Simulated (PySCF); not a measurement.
Species: C₄H₁₀NS (charge +1).
SMILES: `[H]/N=C/C[S+](C)C`

Torsions of this conformer, `[H]/[N:6]=[CH:5]/[CH2:4][S+:2]([CH3:1])[CH3:3]`: C1–S2–C4–C5 -76°, S2–C4–C5–N6 7°.

The closed-shell ground state was solved at several levels (PySCF, density fitting, gas phase, non-relativistic). Geometry: PBE0-D3(BJ)/def2-SVP, one conformer, isolated ion.

```tsv
level	basis functions	HOMO (eV)	LUMO (eV)	gap (eV)
PBE/def2-SVPD	207	-10.90	-6.09	4.81
wB97X-D/def2-SVPD	207	-14.31	-3.03	11.28
PBE0/def2-SVPD	207	-12.40	-4.93	7.47
PBE0/aug-cc-pVDZ	232	-12.37	-4.88	7.49
B3LYP/def2-SVPD	207	-12.16	-5.19	6.97
PBE0/6-31G*	108	-12.28	-4.59	7.69
CAM-B3LYP/def2-SVPD	207	-13.83	-3.72	10.11
PBE0/def2-TZVP	252	-12.38	-4.86	7.52
```

(1) What might LC-wPBE/def2-SVPD (207 basis functions) give for the same quantities?

(2) Over all these levels, which gives the widest orbital gap and which the narrowest?

(3) How much does the basis alone move the frontier levels among the 4 PBE0 rows?

(4) In the def2-SVPD basis, how does the gap go with the fixed share of exact exchange?

## Answers

(1) HOMO -15.18 eV, LUMO -2.47 eV, gap 12.71 eV.

(2) LC-wPBE/def2-SVPD (range-separated hybrid) has the widest, 12.71 eV, and PBE/def2-SVPD (GGA) the narrowest, 4.81 eV. The two share the basis. From the narrowest to the widest the HOMO moves by -4.28 eV and the LUMO by +3.62 eV.

(3) The HOMO by 0.12 eV and the LUMO by 0.34 eV. By rising basis size (HOMO, LUMO in eV): 6-31G* -12.28, -4.59; def2-SVPD -12.40, -4.93; aug-cc-pVDZ -12.37, -4.88; def2-TZVP -12.38, -4.86.

(4) PBE (0 %) 4.81 eV; B3LYP (20 %) 6.97 eV; PBE0 (25 %) 7.47 eV. Each rise in the share widens the gap here.
